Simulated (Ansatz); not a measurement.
# CHCl3 (singlet): wave-function methods side by side, cc-pV(D+d)Z

The task here is to estimate one member of a computed series from the others.

Computed with Ansatz 0.2.0, Gaussian basis. Level: cc-pV(D+d)Z, core rule «outside noble gas», up to 16 orbitals frozen.

The runs, in order: UHF; CCSD(T) on RHF; BCCD(T) on RHF; CISD; CCSDT(Q) on RHF; CASSCF and MRCISD+Q, 8 electrons in 8 orbitals; CASSCF and NEVPT4(SD), 8 electrons in 8 orbitals; CASSCF and NEVPT2, 8 electrons in 8 orbitals.

18 further runs of the same task are left out: 1 that didn't finish, 17 set aside as unsound or not needed.

## The geometry

The geometry is an MP2(full)/6-31G* stationary point (not a proven minimum).

5 atoms, charge 0, spin multiplicity 1.

Atoms are counted from 1 here; the program's logs count them from 0.

Bond lengths: C1–H2 1.086 Å, C1–Cl3 1.765 Å, C1–Cl4 1.765 Å, C1–Cl5 1.765 Å. Angles: H2–C1–Cl3 107.6°, H2–C1–Cl4 107.6°, H2–C1–Cl5 107.6°, Cl3–C1–Cl4 111.2°, Cl3–C1–Cl5 111.2°, Cl4–C1–Cl5 111.2°.

The first run:

in.yaml

```yaml
crystal:
  periodic: [false, false, false]
  atoms:
    - {symbol: C, position_ang: [0.000000, 0.000000, 0.467457]}
    - {symbol: H, position_ang: [0.000000, 0.000000, 1.553364]}
    - {symbol: Cl, position_ang: [0.000000, 1.681723, -0.067509]}
    - {symbol: Cl, position_ang: [1.456415, -0.840862, -0.067509]}
    - {symbol: Cl, position_ang: [-1.456415, -0.840862, -0.067509]}
basis:
  gaussian: {orbitals: "cc-pV(D+d)Z.json"}
magnetization: {spin_polarized: true, initial_magnetization: 0}
hamiltonian: {xc: hf}
output: {orbitals: {seedname: orbitals}}
```

On the command line:

```console
ansatz run in.yaml --threads 1 --pin off --events-out ev --progress --plain --max-ram 2560MiB --backend cpu
```

Steps of the session up to this table: UHF; CCSD(T) on RHF; BCCD(T) on RHF; CISD; CCSDT(Q) on RHF; CASSCF and MRCISD+Q, 8 electrons in 8 orbitals; CASSCF and NEVPT4(SD), 8 electrons in 8 orbitals; CASSCF and NEVPT2, 8 electrons in 8 orbitals.

One of the session's tables, all rows but one given; the rest of the session is left out.

```
             method  from RCCSDT(Q) (meV)
                RHF                     ?
               RMP2               +1678.6
               CISD               +3052.0
              RCCSD                +533.8
           RCCSD(T)                 +60.1
            BCCD(T)                 +56.2
             RCCSDT                 +39.6
          RCCSDT(Q)                     0
    CASSCF frontier              +14335.7
    NEVPT2 frontier               +1994.7
NEVPT4(SD) frontier                +204.4
    MRCISD frontier               +2255.9
  MRCISD+Q frontier                +363.9
```

Q: Estimate the row for RHF from the others.

As computed: from RCCSDT(Q) (meV): +16875.1. In the column «from RCCSDT(Q) (meV)» it is the highest.
